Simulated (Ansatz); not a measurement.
# AlBH (doublet): B3LYP, CAM-B3LYP, wB97M-V over a scan of the angle Al2–B1–H3, 6-31G

How well do these functionals follow the top wave-function level for AlBH (doublet) over a scan of the angle Al2–B1–H3?

Computed with Ansatz 0.2.0, Gaussian basis. Level: 6-31G, all electrons in the functionals.

The runs, in order: B3LYP, CAM-B3LYP, wB97M-V, at 71.3°; 88.2°; 103.7°; 118.8°; 136.6°; 161.2°; 167.9°; 180.0°.

11 further runs of the same task are left out: 8 that didn't finish, 3 set aside as unsound or not needed.

### 1 The geometry

The geometry derives from a PBE0/def2-TZVP stationary point (not a proven minimum). One angle is set to the value named; bond lengths are kept.

3 atoms, charge 0, spin multiplicity 2.

Atoms are counted from 1 here; the program's logs count them from 0.

Bond lengths: B1–Al2 2.120 Å, B1–H3 1.196 Å. Angles: Al2–B1–H3 167.9°.

Geometry (Å):

```xyz
3
AlBH
B     0.00000   -0.09198    0.31434
Al    0.00000   -0.03335   -1.80504
H     0.00000    0.12533    1.49070
```

No dispersion term is added; wB97M-V holds VV10 nonlocal correlation. B3LYP takes the VWN-RPA correlation.

The geometry shown and the zero of energy belong to the point 167.9°. The yardstick, FCI, and other wave-function levels (R restricted, U unrestricted, valence and pair active spaces) come from earlier runs.

### 2 B3LYP, 71.3°

Input file in.yaml:

```yaml
crystal:
  periodic: [false, false, false]
  atoms:
    - {symbol: B, position_ang: [0.000000, -1.154499, 0.933389]}
    - {symbol: Al, position_ang: [0.000000, 0.467493, -0.432016]}
    - {symbol: H, position_ang: [0.000000, -0.131351, 1.553251]}
basis:
  gaussian: {orbitals: 6-31G}
magnetization: {spin_polarized: true, initial_magnetization: 1}
hamiltonian: {xc: {name: B3LYP}}
```

Command:

```console
> ansatz run in.yaml --threads 1 --pin off --events-out ev --progress --plain --max-ram 2393MiB
```

The runs that follow: B3LYP, 88.2°; B3LYP, 103.7°; B3LYP, 118.8°; B3LYP, 136.6°; B3LYP, 161.2°; B3LYP, 167.9°; B3LYP, 180.0°; CAM-B3LYP, 71.3°; CAM-B3LYP, 88.2°; CAM-B3LYP, 103.7°; CAM-B3LYP, 118.8°; CAM-B3LYP, 136.6°; CAM-B3LYP, 161.2°; CAM-B3LYP, 167.9°; CAM-B3LYP, 180.0°; wB97M-V, 71.3°; wB97M-V, 88.2°; wB97M-V, 103.7°; wB97M-V, 118.8°; wB97M-V, 136.6°; wB97M-V, 161.2°; wB97M-V, 167.9°; wB97M-V, 180.0°.

Before running them: what should the planned runs give, taken together? Wanted: span of the FCI curve; largest miss, B3LYP; largest miss, CAM-B3LYP; largest miss, wB97M-V.

The runs gave:

```
               quantity                  value
  span of the FCI curve          16.2 kcal/mol
    largest miss, B3LYP  +5.4 kcal/mol (71.3°)
largest miss, CAM-B3LYP  +7.4 kcal/mol (71.3°)
  largest miss, wB97M-V  +7.7 kcal/mol (71.3°)
```

**Reading.** Of the functionals, B3LYP keep the smallest largest miss at the points compared (at most 5.4 kcal/mol) and wB97M-V strays most (7.7 kcal/mol, at 71.3°). Functionals and the yardstick converge differently with the basis, so part of each miss in 6-31G is the basis.
